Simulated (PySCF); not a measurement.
Does the answer move with the share of exact exchange?

C₃H₃F₃.
SMILES: `F[C@H]1CC1(F)F`

PySCF, def2-SVPD basis, density fitting, gas phase, PBE0-D3(BJ)/def2-SVP geometry; singlet excitations by full TDDFT with frozen cores, triplets by Tamm–Dancoff TDDFT and ionisation energies by ΔSCF, from the lowest of the holes tried. One functional is left out:

```
functional  exact exchange (%)  HOMO energy (eV)  LUMO energy (eV)  lowest singlet excitation (eV)  lowest triplet excitation (eV)  dipole moment (D)  mean polarisability (au)  vertical ionisation energy (eV)
       LDA                   0             -7.15             -0.53                            6.81                            6.47              2.256                      39.1                            10.74
       PBE                   0             -6.98             -0.36                            6.76                            6.39              2.173                      39.0                            10.52
      PBE0                  25             -8.57              0.55                            7.57                            7.07              2.303                      37.0                            10.99
 BHandHLYP                  50            -10.13              1.09                            8.20                            7.69              2.457                      35.7                            11.35
```

Task: Predict the row of B3LYP (20 % exact exchange) by straight lines through the other rows, and check it.

Result: 
| property | line | computed | computed − line | PBE0 (25 %), for comparison |
| --- | --- | --- | --- | --- |
| HOMO energy (eV) | -8.28 | -8.37 | -0.09 | -8.57 |
| LUMO energy (eV) | 0.23 | 0.24 | +0.01 | 0.55 |
| lowest singlet excitation (eV) | 7.37 | 7.41 | +0.04 | 7.57 |
| lowest triplet excitation (eV) | 6.94 | 7.01 | +0.07 | 7.07 |
| dipole moment (D) | 2.303 | 2.323 | +0.020 | 2.303 |
| mean polarisability (au) | 37.6 | 37.5 | -0.1 | 37.0 |
| vertical ionisation energy (eV) | 10.92 | 11.02 | +0.10 | 10.99 |
